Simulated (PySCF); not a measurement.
C₅H₉O (doublet state).
Z-matrix (Å and degrees, GFN2-xTB geometry), rows numbered from 1:
```
C 
C   1  1.2915
C   2  1.5254  1  125.20
C   3  1.5408  2  110.57  1    88.27
C   4  1.5303  3  111.95  2    62.84
O   4  1.4066  3  111.00  2   -62.56
H   1  1.0655  2  138.89  3     4.46
H   2  1.0841  1  120.64  3   177.10
H   3  1.0896  2  109.64  1  -150.53
H   3  1.0907  2  109.23  1   -30.85
H   4  1.0972  3  108.26  2  -176.93
H   5  1.0870  4  109.49  3   178.24
H   5  1.0880  4  110.59  3   -62.39
H   5  1.0866  4  110.37  3    58.47
H   6  0.9672  4  107.90  3    55.93
```

The hyperfine couplings belong to this conformer and change with its torsions.

The species is `[H]/[C]=C\C[C@H](C)O` [radical].

Computed, not measured: UKS B3LYP, pcH-1 on C H O, non-relativistic, mean-field spin-orbit, GIAO (PySCF 2.14.0). One conformer (not necessarily the lowest) at the GFN2-xTB geometry, without solvent, vibrations or thermal averaging. Couplings are sensitive to structure, and on GFN2-xTB geometries they can be far from those on DFT ones. Stability of the SCF solution: not tested.

Match the computed a_iso(13C) values +309.2, +71.0, -18.1, -7.5 MHz with the sites C1; C2; C3; C4.

```
site  a_iso (MHz)  ρ(0) (bohr⁻³)                 position  distance from C1 (Å)  spin population  largest |T| (MHz)
  C1       +309.2        +0.2751  largest spin population                  0.00            +1.03              142.2
  C2        -18.1        -0.0161           1 bond from C1                  1.29            -0.17               19.1
  C3        +71.0        +0.0631          2 bonds from C1                  2.50            +0.08               16.9
  C4         -7.5        -0.0066          3 bonds from C1                  3.32            -0.01                0.8
```

ρ(0) is the spin density at the nucleus and T the dipolar tensor; entries for several nuclei are means. Largest spin populations (Mulliken): C1 (+1.03), C2 (-0.17) and C3 (+0.08). C1 is the only atom above +0.15.

Class means assume fast exchange of nuclei equivalent by connectivity; if that motion is slow, each nucleus keeps its own coupling.

The run took 39 s wall (with the writing of density and orbital grids) on one thread of an Arm Neoverse V2, shared host with 192 logical CPUs at a one-minute load of 57, and the process peaked at 0.97 GiB of memory.
